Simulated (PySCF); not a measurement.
Which basis set comes closest?

Molecule: SMILES C#P, CHP.

Mapped SMILES: `[CH:1]#[P:2]`. Each H is labelled by its parent atom.

Geometry PBE0-D3(BJ)/def2-SVP throughout; GIAO in PySCF 2.14, gas phase, one conformer, non-relativistic; equivalent atoms averaged; functional PBE0.

Reference values (HF/multiwavelet basis limit; gas (isolated, no vibration); Jensen, Fla, Jonsson, Monstad, Ruud, Frediani, PCCP 2016, 18, 21145): σ(H(C1)) = 30.11 ppm, σ(C1) = 11.9 ppm, σ(P2) = 339.4 ppm.

Task: How do the basis sets STO-3G, 6-31G, 6-31G*, def2-SVP, 6-311+G(2d,p), def2-TZVP perform against the reference? Times are CPU seconds on 1 thread of an Arm Neoverse V2, shared host.

Result: 
```
    basis set  functions  H(C1)     C1     P2  abs. error H  abs. error C  abs. error P  core-s
       STO-3G         15  30.09  103.4  462.1          0.02          91.5         122.7    0.48
        6-31G         24  29.46   33.1  404.0          0.65          21.2          64.6       1
       6-31G*         34  29.16   39.9  399.1          0.95          28.0          59.7     1.2
     def2-SVP         37  29.21   36.0  378.4          0.90          24.1          39.0     1.1
6-311+G(2d,p)         68  29.19   22.9  326.6          0.92          11.0          12.8     1.8
    def2-TZVP         74  29.36   21.9  311.5          0.75          10.0          27.9       2
```

For $^{1}$H the closest is STO-3G (0.02 ppm) and the furthest 6-31G* (0.95 ppm).

For $^{13}$C the closest is def2-TZVP (10.0 ppm) and the furthest STO-3G (91.5 ppm).

For $^{31}$P the closest is 6-311+G(2d,p) (12.8 ppm) and the furthest STO-3G (122.7 ppm). Where a smaller basis beats a larger one, errors probably cancel. One molecule is a small sample, and the reference may use another geometry.

A small basis that lands close on one nucleus may do so by chance; judge by the trend and by all nuclei.
